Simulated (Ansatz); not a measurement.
## AsH3⁺, doublet along the distance As1-H3

Starting geometry (PBE0/def2-TZVP stationary point for this spin, not checked as a minimum):

```xyz
4

As    0.0001    0.0000   -0.0162
H     1.4362    0.0138    0.4059
H    -0.7317    1.2385    0.3977
H    -0.7085   -1.2513    0.3998
```

From there H3 moves along the line of the two atoms named below, all else staying in place; atoms are numbered as listed. Energies are in eV, counted from the starting geometry at the same level. Kohn–Sham curves are unrestricted where that lies lower.

Basis 6-31G (Cartesian d functions); Ansatz 0.2.0. Correlated methods freeze the noble-gas cores and the filled d shells of p-block atoms. No spin–orbit coupling is included, and no scalar relativity.

Unrestricted Kohn–Sham rows aren't spin-pure: their determinants' ⟨S²⟩ exceeds S(S+1) by up to 0.38, so they mix in states of higher spin.

In so small a basis the reference is far from its limit while semilocal and hybrid functionals are nearer theirs (RPA and double hybrids share much of the reference's basis error), so the functionals' errors here hold much of the reference's basis and frozen-core error, which can add to them or hide them.

Full CI is exact within this basis and frozen core; it isn't the basis-set limit.

| distance As1-H3 (Å) | full CI | PBE | r2SCAN | B97M-V | PBE0 | B3LYP | r2SCAN0 | wB97M-V | B2PLYP | RPA-PBE |
| --- | --- | --- | --- | --- | --- | --- | --- | --- | --- | --- |
| 1.226 | 1.196 | 1.194 | 1.111 | 1.105 | 1.134 | 1.149 | 1.079 | 1.105 | 1.136 | 1.244 |
| 1.340 | 0.346 | 0.355 | 0.306 | 0.306 | 0.315 | 0.327 | 0.284 | 0.299 | 0.315 | 0.373 |
| 1.497 | 0.000 | 0.000 | 0.000 | 0.000 | 0.000 | 0.000 | 0.000 | 0.000 | 0.000 | 0.000 |
| 1.678 | 0.208 | 0.188 | 0.243 | 0.229 | 0.242 | 0.220 | 0.275 | 0.259 | 0.243 | 0.181 |
| 1.806 | 0.528 | 0.501 | 0.590 | 0.563 | 0.594 | 0.553 | 0.647 | 0.623 | 0.593 | 0.487 |
| 2.024 | 1.163 | 1.145 | 1.290 | 1.240 | 1.305 | 1.230 | 1.389 | 1.353 | 1.298 | 1.104 |
| 2.343 | 2.007 | 2.050 | 2.237 | 2.171 | 2.281 | 2.142 | 2.350 | 2.339 | 2.286 | 1.948 |
| 2.767 | 2.744 | 2.748 | 2.907 | 2.840 | 2.939 | 2.803 | 3.010 | 2.987 | 2.912 | 2.660 |
| 3.246 | 3.043 | 3.014 | 3.237 | 3.069 | 3.213 | 3.085 | 3.337 | 3.261 | 3.152 | 2.836 |
| 4.068 | 3.082 | 3.140 | 3.415 | 3.170 | 3.377 | 3.245 | 3.527 | 3.416 | 3.275 | 2.751 |
| 5.137 | 3.088 | 3.127 | 3.424 | 3.162 | 3.418 | 3.271 | 3.577 | 3.460 | 3.304 | 2.451 |

B2PLYP at 5.137 Å lies 0.215 eV (7 %) above the reference in this basis. B3LYP at 5.137 Å lies 0.183 eV (6 %) above the reference in this basis. r2SCAN at 5.137 Å lies 0.335 eV (11 %) above the reference in this basis. PBE0 at 5.137 Å lies 0.330 eV (11 %) above the reference in this basis.
